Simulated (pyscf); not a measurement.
# Four-centre exchange: HO–B(OH)–OH (SMILES OB(O)O) + NH₃ (SMILES N) -> H₂O (SMILES O) + H₂N–B(OH)–OH (SMILES NB(O)O)

Gas phase, singlet surface, charge 0. Bonds broken: O1–B2, N8–H9. Bonds formed: O1–H9, B2–N8. Optimised with ωB97X-D3(BJ)/def2-SVP in PySCF.

Transition state (Å):

```xyz
11

O     -0.5072    -0.0340     1.3741
B     -1.1461     0.8249     0.1376
O     -0.1922     0.6868    -0.9109
O     -2.5037     0.5217    -0.0817
H      0.3710    -0.3314     1.0988
H     -0.5916     0.9085    -1.7573
H     -2.6059    -0.3935    -0.3618
N     -1.0007     2.1441     0.9925
H     -0.4939     1.1003     1.6861
H     -0.3879     2.8533     0.5981
H     -1.8804     2.5595     1.2915
```

One imaginary mode, 1233i cm⁻¹; descent along it reached the two sides named, in the forms told below.

```tsv
bond	change	reactant side (Å)	saddle	product side
O1–B2	breaks	1.430	1.635	2.9
N8–H9	breaks	1.020	1.352	2.215
O1–H9	forms	2.6	1.177	0.969
B2–N8	forms	1.744	1.579	1.425
```

Electronic energies relative to the separated reactants (kcal/mol):

| level | barrier | reaction energy | reverse barrier |
|---|---|---|---|
| ωB97X-D3(BJ)/def2-TZVP | 28.1 | +9.4 | 18.8 |
| PBE/def2-TZVP | 24.7 | +9.4 | 15.3 |
| r²SCAN/def2-TZVP | 26.1 | +10.1 | 16.0 |
| B3LYP-D3(BJ)/def2-TZVP | 29.7 | +9.6 | 20.1 |
| PBE0-D3(BJ)/def2-TZVP | 25.4 | +9.2 | 16.2 |
| M06-2X/def2-TZVP | 26.9 | +9.9 | 17.0 |
| ωB97M-D3(BJ)/def2-TZVP | 28.0 | +9.5 | 18.5 |
| HF/def2-TZVP | 47.1 | +11.2 | 35.9 |

With ωB97M-D3(BJ)/def2-TZVP energies and thermal terms (ideal gas, 1 atm, RRHO with modes under 100 cm⁻¹ raised to 100, one conformer, R ln 2 for chiral ones without a mode under 150 cm⁻¹), in kcal/mol:

| T (K) | ΔH‡ | ΔG‡ | ΔH | ΔG |
|---|---|---|---|---|
| 298 | 26.3 | 36.4 | +8.9 | +7.7 |
| 600 | 26.6 | 46.7 | +9.4 | +6.3 |
| 900 | 27.4 | 56.5 | +9.6 | +4.7 |
| 1200 | 28.3 | 66.1 | +9.7 | +3.0 |

On the reactant side the descent ends in an adduct with a B–N contact, 1.4 kcal/mol under the separated species and 29.5 kcal/mol under the saddle at ωB97X-D3(BJ)/def2-TZVP. What is counted as formed (B–N) is already present as a longer contact in the reactant adduct; forming that adduct is a step of its own. The products may also form a dative adduct at H₂N–B(OH)–OH; it and routes through it were not searched. One saddle was located; it need not be the lowest between these sides.
